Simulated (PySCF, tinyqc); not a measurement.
Inside a calculation. Method: FCI on RHF in the sto-3g basis, frozen core, for HF, spin multiplicity 1. The lowest restricted solution is unstable here: a spin-polarised one lies 0.0158 hartree lower (PySCF). One step of it, computed by the program tinyqc.

Task: FCI: determinants and Hamiltonian. Slater-Condon rules over spin orbitals, with the nuclear repulsion and the energy of the frozen orbital added and E(HF) subtracted on the diagonal. Only determinants linked to the reference directly or through others are kept (one block of an abelian symmetry group), so some states are absent.

one-electron integrals dressed by the frozen orbital, h + 2 (pq|11) - (p1|1q) (hartree):
```
           2          3          4          5          6
2  -6.720213   0.000000   0.000000   0.247308   0.433983
3   0.000000  -6.083715   0.000000   0.000000   0.000000
4   0.000000   0.000000  -6.083715   0.000000   0.000000
5   0.247308   0.000000   0.000000  -4.914873   1.493535
6   0.433983   0.000000   0.000000   1.493535  -4.296767
```

energy of the frozen orbital, 2 h_11 + (11|11) = -75.44253634 hartree

Two-electron integrals over orbitals (pq|rs), unique and non-zero (hartree); the lowest 1 orbital is frozen and left out:
```
(22|22) 0.877848    (32|32) 0.190794    (33|22) 0.898418    (33|33) 0.997514
(42|42) 0.190794    (43|43) 0.053770    (44|22) 0.898418    (44|33) 0.889973
(44|44) 0.997514    (52|22) -0.045530   (52|33) -0.060150   (52|44) -0.060150
(52|52) 0.128303    (53|32) -0.024196   (53|53) 0.033289    (54|42) -0.024196
(54|54) 0.033289    (55|22) 0.675415    (55|33) 0.661374    (55|44) 0.661374
(55|52) -0.009571   (55|55) 0.657929    (62|22) -0.074091   (62|33) -0.073906
(62|44) -0.073906   (62|52) -0.081885   (62|55) -0.020320   (62|62) 0.091279
(63|32) -0.024802   (63|53) -0.023448   (63|63) 0.028512    (64|42) -0.024802
(64|54) -0.023448   (64|64) 0.028512    (65|22) -0.252352   (65|33) -0.257440
(65|44) -0.257440   (65|52) 0.073232    (65|55) -0.087852   (65|62) 0.031182
(65|65) 0.244086    (66|22) 0.628981    (66|33) 0.614997    (66|44) 0.614997
(66|52) 0.040098    (66|55) 0.638568    (66|62) -0.049247   (66|65) -0.028615
(66|66) 0.661875
```

nuclear repulsion = 3.56215026 hartree

Hartree-Fock energy = -98.47520080 hartree

Give: determinants; H - E(HF) between determinants.

Result:

Occupation strings over the orbitals (2 doubly, a alpha, b beta, 0 empty; spin orbitals ordered 1a 1b 2a 2b ...): 222220 2222ab 2a222b 2222ba 2b222a 222202 2a22b2 222022 220222 2b22a2 202222

H - E(HF) between determinants (hartree):
```
         222220   2222ab   2a222b   2222ba   2b222a   222202   2a22b2   222022
222220   0.0000   0.0000   0.0000   0.0000   0.0000   0.2441  -0.0312   0.0285
2222ab   0.0000   0.3669  -0.0089  -0.2441  -0.0312   0.0592   0.0732   0.0234
2a222b   0.0000  -0.0089   1.1760  -0.0312  -0.0913  -0.0732  -0.2237   0.0248
2222ba   0.0000  -0.2441  -0.0312   0.3669  -0.0089  -0.0592  -0.0289  -0.0234
2b222a   0.0000  -0.0312  -0.0913  -0.0089   1.1760   0.0732   0.0819  -0.0248
222202   0.2441   0.0592  -0.0732  -0.0592   0.0732   0.7766   0.0586   0.0333
2a22b2  -0.0312   0.0732  -0.2237  -0.0289   0.0819   0.0586   1.6127   0.0242
222022   0.0285   0.0234   0.0248  -0.0234  -0.0248   0.0333   0.0242   0.7973
220222   0.0285   0.0234   0.0248  -0.0234  -0.0248   0.0333   0.0242   0.0538
2b22a2   0.0312  -0.0289   0.0819   0.0732  -0.2237  -0.0586  -0.1283  -0.0242
202222   0.0913   0.0819   0.0248  -0.0819  -0.0248   0.1283   0.0945   0.1908

         220222   2b22a2   202222
222220   0.0285   0.0312   0.0913
2222ab   0.0234  -0.0289   0.0819
2a222b   0.0248   0.0819   0.0248
2222ba  -0.0234   0.0732  -0.0819
2b222a  -0.0248  -0.2237  -0.0248
222202   0.0333  -0.0586   0.1283
2a22b2   0.0242  -0.1283   0.0945
222022   0.0538  -0.0242   0.1908
220222   0.7973  -0.0242   0.1908
2b22a2  -0.0242   1.6127  -0.0945
202222   0.1908  -0.0945   2.6337
```
